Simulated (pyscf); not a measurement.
PySCF, gas phase, ωB97X-D3(BJ)/def2-SVP geometries.

Estimate by transition-state theory the rate constant of F–BH–F + ammonia (NH₃) → H₂N–B(F)–F + hydrogen (H₂) (singlet surface; B–H, H–N broken, B–N, H–H formed) at 298 K, with ωB97M-D3(BJ)/def2-TZVP energies (ideal gas, 1 atm, RRHO with modes under 100 cm⁻¹ raised to 100, one conformer, R ln 2 for chiral ones without a mode under 150 cm⁻¹; no tunnelling).

The electronic barrier is 22.5 kcal/mol and the thermal terms add +8.9, so ΔG‡ = 31.3 kcal/mol. With k_BT/h = 6.21e+12 s⁻¹ and RT = 0.592 kcal/mol, and a volume of 4.06e-20 cm³ per molecule at 1 atm, k = 2.6e-30 cm³ molecule⁻¹ s⁻¹. Wigner's tunnelling factor for 1513i cm⁻¹ would be 3.22, likely too low at so high a frequency. A shift of 1 kcal/mol in the barrier changes k by a factor 5.4. On the reactant side the descent ends in an adduct with a B–N contact, 18.3 kcal/mol under the separated species and 41.2 kcal/mol under the saddle at ωB97X-D3(BJ)/def2-TZVP. What is counted as formed (B–N) is already present as a longer contact in the reactant adduct; forming that adduct is a step of its own. At the saddle there is also a short B–H contact that neither side keeps. The same reactants have a lower exit, to HF + H₂N–BH–F (barrier +16.4 kcal/mol at ωB97M-D3(BJ)/def2-TZVP, against +22.5 kcal/mol here). One saddle was located; it need not be the lowest between these sides.
